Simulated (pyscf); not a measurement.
Single points on ωB97X-D3(BJ)/def2-SVP structures (PySCF, gas phase).

### Question
Estimate by transition-state theory the rate constant of F–Ti(F)(F)–F + silane (SiH₄) → hydrogen fluoride (HF) + F–Ti(F)(F)–SiH₃ (singlet surface; F–Ti, H–Si broken, F–H, Si–Ti formed) at 900 K, with ωB97M-D3(BJ)/def2-TZVP energies (ideal gas, 1 atm, RRHO with modes under 100 cm⁻¹ raised to 100, one conformer, R ln 2 for chiral ones without a mode under 150 cm⁻¹; no tunnelling).

### Answer
The electronic barrier is 52.1 kcal/mol and the thermal terms add +24.7, so ΔG‡ = 76.8 kcal/mol. With k_BT/h = 1.88e+13 s⁻¹ and RT = 1.788 kcal/mol, and a volume of 1.23e-19 cm³ per molecule at 1 atm, k = 5.2e-25 cm³ molecule⁻¹ s⁻¹. Wigner's tunnelling factor for 903i cm⁻¹ would be 1.09. A shift of 1 kcal/mol in the barrier changes k by a factor 1.7. On the product side the descent ends in an adduct with a F–Ti contact, 5.5 kcal/mol under the separated species and 10.6 kcal/mol under the saddle at ωB97X-D3(BJ)/def2-TZVP. What is counted as broken (F–Ti) persists as a longer contact in the product adduct; parting that adduct is a step of its own. At the saddle there is also a short H–Ti contact that neither side keeps. At ωB97X-D3(BJ)/def2-TZVP the barrier from the zero used here is 47.5 kcal/mol. The same reactants have a lower exit, to F–SiH₃ + F–TiH(F)–F (barrier +25.3 kcal/mol at ωB97M-D3(BJ)/def2-TZVP, against +52.1 kcal/mol here). One saddle was located; it need not be the lowest between these sides.
